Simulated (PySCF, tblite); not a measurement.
# C2H3Br2N, a complex of two parts: NMR shifts, interaction energy, infrared bands, spin-spin couplings and core binding energies, part 3 of 3

tblite 0.8.0 and PySCF 2.14.0. Atoms count from 0, parts from 1. The steps go on from the part before.

### 9 X-ray photoelectron lines: SCAN, X2C

The job: settings as JSON, then the geometry in Å.

```
{"job": {"kind": "xps", "holes": 3}, "charge": 0, "multiplicity": 1, "parts": [{"atoms": "0-1", "charge": 0, "multiplicity": 1}, {"atoms": "2-7", "charge": 0, "multiplicity": 1}]}
Br     0.256818    -0.444759    -0.433111
Br    -1.614813    -1.068096    -1.666158
C      4.442240     0.963071     2.452225
C      3.304980     0.576712     1.638680
N      2.398099     0.271804     0.994368
H      4.784079     1.966685     2.166526
H      4.156239     0.972564     3.512619
H      5.266224     0.251022     2.311079
```

With the program's defaults for keys left out, this is: delta-SCF UKS SCAN, pcX-2 on the ionised atom, pcseg-1 elsewhere, spin-free X2C.

What it wrote:

```text
ground state, core basis on atom 2 (C), 142 functions
  cycle   1  E = -5329.96888906  |g| = 3.90e-01
  cycle   2  E = -5329.79807383  |g| = 9.21e-01
  cycle   3  E = -5329.99543405  |g| = 2.06e-01
  cycle   4  E = -5330.00549328  |g| = 3.11e-02
  cycle   5  E = -5330.00567500  |g| = 1.43e-02
  cycle   6  E = -5330.00572833  |g| = 6.73e-03
  cycle   7  E = -5330.00574358  |g| = 1.05e-03
  cycle   8  E = -5330.00574817  |g| = 4.15e-04
  E(ground) = -5330.29838828 Eh
hole in C 1s of atom 2
  cycle   1  E = -5318.68779677  |g| = 1.50e+00
  cycle   2  E = -5303.96276189  |g| = 4.05e+00
  cycle   3  E = -5317.01749212  |g| = 1.14e+00
  cycle   4  E = -5307.61875467  |g| = 2.94e+00
  cycle   5  E = -5319.18553159  |g| = 3.12e-01
  cycle   6  E = -5314.27066946  |g| = 1.80e+00
  cycle   7  E = -5318.76742476  |g| = 7.91e-01
  cycle   8  E = -5318.74182431  |g| = 8.12e-01
  cycle   9  E = -5318.78763707  |g| = 7.72e-01
  cycle  10  E = -5318.74718565  |g| = 7.41e-01
  cycle  11  E = -5317.82019115  |g| = 1.37e+00
  cycle  12  E = -5319.15150575  |g| = 2.72e-01
  cycle  13  E = -5319.23106548  |g| = 1.02e-01
  cycle  14  E = -5319.23471029  |g| = 5.34e-02
  cycle  15  E = -5319.23595612  |g| = 7.93e-03
  cycle  16  E = -5319.23599165  |g| = 2.53e-03
  cycle  17  E = -5319.23599857  |g| = 1.53e-03
  cycle  18  E = -5319.23600061  |g| = 7.01e-04
  cycle  19  E = -5319.23600211  |g| = 4.11e-04
  E(ion) = -5319.52744777 Eh   <S^2> = 0.7682   hole on atom = 1.000   binding energy = 293.092 eV
ground state, core basis on atom 3 (C), 142 functions
  cycle   1  E = -5330.01068509  |g| = 6.00e-02
  cycle   2  E = -5330.01036753  |g| = 4.42e-02
  cycle   3  E = -5330.00992743  |g| = 6.20e-02
  cycle   4  E = -5330.01077454  |g| = 1.08e-02
  cycle   5  E = -5330.01080583  |g| = 6.58e-04
  cycle   6  E = -5330.01080662  |g| = 3.98e-04
  E(ground) = -5330.30551823 Eh
hole in C 1s of atom 3
  cycle   1  E = -5318.69665874  |g| = 1.50e+00
  cycle   2  E = -5312.79904712  |g| = 2.78e+00
  cycle   3  E = -5316.28359514  |g| = 1.72e+00
  cycle   4  E = -5318.91655107  |g| = 8.57e-01
  cycle   5  E = -5314.68844641  |g| = 1.95e+00
  cycle   6  E = -5318.80822346  |g| = 8.08e-01
  cycle   7  E = -5317.91575494  |g| = 1.11e+00
  cycle   8  E = -5318.12230196  |g| = 9.69e-01
  cycle   9  E = -5318.57830642  |g| = 8.35e-01
  cycle  10  E = -5319.13405478  |g| = 3.73e-01
  cycle  11  E = -5319.24471772  |g| = 9.30e-02
  cycle  12  E = -5319.25008443  |g| = 4.25e-02
  cycle  13  E = -5319.25147050  |g| = 1.78e-02
  cycle  14  E = -5319.25182342  |g| = 6.90e-03
  cycle  15  E = -5319.25191167  |g| = 3.35e-03
  cycle  16  E = -5319.25193331  |g| = 2.54e-03
  cycle  17  E = -5319.25194245  |g| = 1.15e-03
  cycle  18  E = -5319.25194333  |g| = 4.97e-04
  E(ion) = -5319.54470100 Eh   <S^2> = 0.8480   hole on atom = 1.000   binding energy = 292.817 eV
ground state, core basis on atom 4 (N), 142 functions
  cycle   1  E = -5330.02007005  |g| = 7.42e-02
  cycle   2  E = -5330.01954533  |g| = 5.44e-02
  cycle   3  E = -5330.01875608  |g| = 8.11e-02
  cycle   4  E = -5330.02013866  |g| = 1.06e-02
  cycle   5  E = -5330.02017379  |g| = 1.94e-03
  cycle   6  E = -5330.02018224  |g| = 3.63e-04
  E(ground) = -5330.31125051 Eh
hole in N 1s of atom 4
  cycle   1  E = -5314.40526393  |g| = 1.85e+00
  cycle   2  E = -5308.13131329  |g| = 2.88e+00
  cycle   3  E = -5312.14488401  |g| = 1.48e+00
  cycle   4  E = -5314.65706180  |g| = 7.83e-01
  cycle   5  E = -5314.92648478  |g| = 5.19e-01
  cycle   6  E = -5315.07811080  |g| = 2.39e-01
  cycle   7  E = -5315.10853841  |g| = 8.36e-02
  cycle   8  E = -5315.11228324  |g| = 5.03e-02
  cycle   9  E = -5315.11344404  |g| = 8.94e-03
  cycle  10  E = -5315.11355785  |g| = 5.53e-03
  cycle  11  E = -5315.11362687  |g| = 3.47e-03
  cycle  12  E = -5315.11365798  |g| = 1.74e-03
  cycle  13  E = -5315.11365666  |g| = 5.76e-04
  cycle  14  E = -5315.11365727  |g| = 2.28e-04
  E(ion) = -5315.40435729 Eh   <S^2> = 0.8106   hole on atom = 1.000   binding energy = 405.637 eV

== part 2 alone, relaxed ==
ground state, core basis on atom 0 (C), 88 functions
  cycle   1  E = -132.69307490  |g| = 4.12e-01
  cycle   2  E = -132.51433925  |g| = 9.45e-01
  cycle   3  E = -132.72644895  |g| = 1.93e-01
  cycle   4  E = -132.73540487  |g| = 2.44e-02
  cycle   5  E = -132.73551677  |g| = 9.03e-03
  cycle   6  E = -132.73553767  |g| = 1.92e-03
  cycle   7  E = -132.73553791  |g| = 4.29e-04
  E(ground) = -132.73953980 Eh
hole in C 1s of atom 0
  cycle   1  E = -121.43433036  |g| = 1.50e+00
  cycle   2  E = -120.49912026  |g| = 1.98e+00
  cycle   3  E = -121.55479679  |g| = 9.55e-01
  cycle   4  E = -121.86348394  |g| = 5.01e-01
  cycle   5  E = -121.97389537  |g| = 7.57e-02
  cycle   6  E = -121.97613877  |g| = 1.71e-02
  cycle   7  E = -121.97629643  |g| = 5.56e-03
  cycle   8  E = -121.97632287  |g| = 1.98e-03
  cycle   9  E = -121.97633166  |g| = 1.04e-03
  cycle  10  E = -121.97633562  |g| = 4.36e-04
  E(ion) = -121.97942715 Eh   <S^2> = 0.7677   hole on atom = 1.000   binding energy = 292.798 eV
ground state, core basis on atom 1 (C), 88 functions
  cycle   1  E = -132.74031979  |g| = 5.98e-02
  cycle   2  E = -132.74010608  |g| = 3.82e-02
  cycle   3  E = -132.73973086  |g| = 5.60e-02
  cycle   4  E = -132.74040085  |g| = 1.13e-02
  cycle   5  E = -132.74043341  |g| = 4.51e-04
  cycle   6  E = -132.74043388  |g| = 1.06e-04
  E(ground) = -132.74692124 Eh
hole in C 1s of atom 1
  cycle   1  E = -121.45562462  |g| = 1.50e+00
  cycle   2  E = -120.43053066  |g| = 2.02e+00
  cycle   3  E = -121.45425319  |g| = 1.12e+00
  cycle   4  E = -121.95001607  |g| = 2.60e-01
  cycle   5  E = -121.98197099  |g| = 9.46e-02
  cycle   6  E = -121.98706993  |g| = 2.12e-02
  cycle   7  E = -121.98740270  |g| = 8.38e-03
  cycle   8  E = -121.98751841  |g| = 4.72e-03
  cycle   9  E = -121.98760096  |g| = 2.34e-03
  cycle  10  E = -121.98762548  |g| = 5.06e-04
  cycle  11  E = -121.98762611  |g| = 9.57e-05
  E(ion) = -121.99193358 Eh   <S^2> = 0.8217   hole on atom = 1.000   binding energy = 292.658 eV
ground state, core basis on atom 2 (N), 88 functions
  cycle   1  E = -132.74974168  |g| = 7.42e-02
  cycle   2  E = -132.74915139  |g| = 5.70e-02
  cycle   3  E = -132.74844437  |g| = 8.04e-02
  cycle   4  E = -132.74983934  |g| = 6.86e-03
  cycle   5  E = -132.74985063  |g| = 4.79e-04
  E(ground) = -132.75269578 Eh
hole in N 1s of atom 2
  cycle   1  E = -117.16427010  |g| = 1.84e+00
  cycle   2  E = -116.07756355  |g| = 2.23e+00
  cycle   3  E = -117.57661993  |g| = 8.20e-01
  cycle   4  E = -117.78164869  |g| = 3.99e-01
  cycle   5  E = -117.84481679  |g| = 1.17e-01
  cycle   6  E = -117.85298026  |g| = 2.91e-02
  cycle   7  E = -117.85352066  |g| = 1.12e-02
  cycle   8  E = -117.85367212  |g| = 5.19e-03
  cycle   9  E = -117.85374794  |g| = 2.57e-03
  cycle  10  E = -117.85375530  |g| = 3.89e-04
  E(ion) = -117.85639324 Eh   <S^2> = 0.8103   hole on atom = 1.000   binding energy = 405.349 eV
```

Run time: 15 s. Hardware: 1 thread of Intel Xeon 6975P-C, shared host; peak memory 0.45 GiB.

The holes in one table. −ε is the ground-state orbital energy:

```csv
hole,stands for,environment,ΔSCF (eV),−ε (eV),⟨S²⟩
C1s on C2,C2,"carbon bonded to C, 3 H",293.09,275.6,0.768
C1s on C3,C3,"carbon bonded to C, N",292.82,275.5,0.848
N1s on N4,N4,nitrogen bonded to C,405.64,386.7,0.811
```

Against the parts alone, each relaxed by itself:

```csv
hole,alone (eV),in the cluster,change (eV)
C1s on C2,292.80,293.09,+0.29
C1s on C3,292.66,292.82,+0.16
N1s on N4,405.35,405.64,+0.29
```

### 10 Side by side

Energies in kcal/mol, with wall time:

```csv
run,counterpoise,BSSE,electrostatic,Pauli,orbital,dispersion,time
wB97M-D3(BJ)/def2-SVPD,-4.11,1.61,-11.59,14.06,-7.28,-0.91,22 s
PBE0-D3(BJ)/def2-SVPD,-5.54,1.57,-11.15,13.23,-8.36,-0.83,13 s
```

### 11 Outcome

This closing draws on all 3 parts.

| quantity | value |
| --- | --- |
| binding energy (GFN2-xTB) | -3.53 kcal/mol |
| rotational constants (main isotopes) | 154.14, 0.45, 0.45 GHz |
| shieldings of C, H, Br, N (PBE0/pcSseg-2, a mean where the table joins atoms) | C3 64.2, C2 183.9, H5 29.5, Br0 1728.8, Br1 2003.4, N4 -22.2 ppm |
| largest proton shift on binding | H6, +0.06 ppm |
| interaction energy, counterpoise (wB97M-D3(BJ)/def2-SVPD) | -4.11 kcal/mol |
| superposition error | 1.61 kcal/mol |
| binding energy (with deformation) | -4.00 kcal/mol |
| strongest single infrared mode (PBE0-D3(BJ)/def2-SVPD) | 2436 cm⁻¹ |
| largest coupling of the table (B3LYP/pcSseg-1+pcJ-1) | 1J(C,H) C2–H5, 143.1 Hz |
| C1s binding energies, SCAN/pcX-2 | C2 293.09, C3 292.82 eV |
| N1s binding energies, SCAN/pcX-2 | N4 405.64 eV |
| range of the interaction energy over the runs of this table | -5.54 to -4.11 kcal/mol |

At its xTB geometry the search ends with the contact Br0···N4 (halogen bond, 2.61 Å); 6 starts can't prove it the lowest minimum. A later relaxation moves these distances. Over 10 steps the energy fell by 0.125 eV; of the close pairs, C2–C3 changed most, 1.398 to 1.451 Å. At PBE0/pcSseg-2: The widest tensor belongs to Br0: span 2107 ppm, with a paramagnetic part of -1390 ppm. On binding (GIAO PBE0/pcSseg-2 NMR shielding, non-relativistic, gas phase), H6 moves most among the protons, 0.06 ppm downfield. The attractive terms split as electrostatic 59 %, orbital 37 %, dispersion 5 %, against 14.06 kcal/mol of Pauli repulsion. The terms sum to the uncorrected energy, so the orbital term holds the superposition error. No mode is imaginary at PBE0-D3(BJ)/def2-SVPD; the softest lies at 33 cm⁻¹. The interaction energy runs from -5.54 (PBE0-D3(BJ)/def2-SVPD) to -4.11 kcal/mol (wB97M-D3(BJ)/def2-SVPD). Spin-orbit coupling is left out, which matters for shieldings and couplings at and beside the heavy atoms.
